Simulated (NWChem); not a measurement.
**Correlation energy of dimethyl sulfide (C2H6S)**

SMILES: CSC
```xyz
9

C     -1.3791     0.0000     0.5069
S      0.0000     0.0000    -0.6547
C      1.3791     0.0000     0.5069
H     -1.3742     0.8990     1.1429
H     -2.3023     0.0000    -0.0896
H     -1.3742    -0.8990     1.1429
H      1.3742     0.8990     1.1429
H      2.3023     0.0000    -0.0896
H      1.3742    -0.8990     1.1429
```
Charge 0, spin multiplicity 1.

Program: NWChem. All single points use one geometry, from PBE0/def2-SVP, a minimum by its harmonic frequencies.

Basis set: cc-pVDZ. Each correlation energy counts from its own Hartree-Fock reference.

```csv
method,correlation energy (mHa),difference from CCSD(T)
RI-MP2,-430.3,+60.5
MP2,-430.4,+60.4
SCS-MP2,-431.9,+58.9
CR-CCSD[T],-487.8,+3.0
CR-CCSD(T),-487.6,+3.2
CCSD,-477.4,+13.4
CCSD+T(CCSD),-491.1,-0.3
CCSD(T),-490.8,0.0
```

The values span 60.8 mHa, from CCSD+T(CCSD) (lowest) to RI-MP2 (highest). 

The correlated methods keep 7 core orbitals frozen. No row is a measurement; the coupled-cluster row has its own basis-set and correlation limits.
